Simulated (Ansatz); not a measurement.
Abridged output of a molecular run in Ansatz:

```
Functional definition: HF
  name "HF"
  cite "Fock, Z. Phys. 61, 126 (1930) doi:10.1007/BF01340294"
  parent pbe
  exchange = exact_x
  correlation = 0
587 factors; integrals over basis functions are off by at most 1.4e-3 eV
mean field evaluation 1: about -3583.9373 eV, gradient 2.6e1 eV
mean field evaluation 2: about -3583.9418 eV, gradient 2.6e1 eV
mean field evaluation 4: about -3585.7142 eV, gradient 3.4e0 eV
mean field evaluation 8: about -3585.7678 eV, gradient 1.8e-1 eV
mean field evaluation 16: about -3585.7530 eV, gradient 1.3e0 eV
mean field -3585.76808168 eV, -131.7745464810 hartree, gradient 2.0e-6 eV, S^2 0.000000; 0 other end points of the search recorded, 0 dependent functions left out
3 core orbitals not correlated: weight in the atoms' cores, before any rotation towards them, 1.000 or more for the frozen orbitals, at most 0.000 for the correlated occupied ones
reference -3585.76808168 eV, -131.7745464810 hartree; 8, 8 occupied and 46, 46 virtual orbitals, 587 factors
second order -11.41227322 eV of doubles, -0.00000000 eV of singles
cycle   1  -11.62825067 eV  change   -2.2e-1 eV  update   9.1e-2
cycle   2  -11.96499354 eV  change   -3.4e-1 eV  update   2.9e-2
cycle   3  -12.06863231 eV  change   -1.0e-1 eV  update   1.6e-2
cycle   4  -12.06737437 eV  change    1.3e-3 eV  update   3.6e-3
cycle   5  -12.06772113 eV  change   -3.5e-4 eV  update   1.3e-3
cycle   6  -12.06804270 eV  change   -3.2e-4 eV  update   3.8e-4
cycle   7  -12.06795837 eV  change    8.4e-5 eV  update   1.4e-4
cycle   8  -12.06799670 eV  change   -3.8e-5 eV  update   4.5e-5
cycle   9  -12.06799932 eV  change   -2.6e-6 eV  update   1.8e-5
perturbative correction -0.47106145 eV, -0.0173111892 hartree
Total energy: -3598.30714246 eV, -132.2353484652 hartree
```

Its atoms:

```xyz
6

C    -0.7984    0.5076   -0.2157
C     0.3336   -0.1195   -0.0453
N     1.4262   -0.6531    0.0149
H    -1.5982    0.0438   -0.7765
H    -0.9463    1.4895    0.2124
H     1.5831   -1.2683    0.8102
```

Question: Which basis set was used?
A. def2-SVPD
B. cc-pV(Q+d)Z
C. cc-pV(T+d)Z
D. def2-SVP

Answer: D. It gives 57 functions.

Question: Write the keys of the input that set method, charge and spin (a neutral closed shell needs none for the last two).

Answer: 
```yaml
correlation: {method: ccsd_t}
```
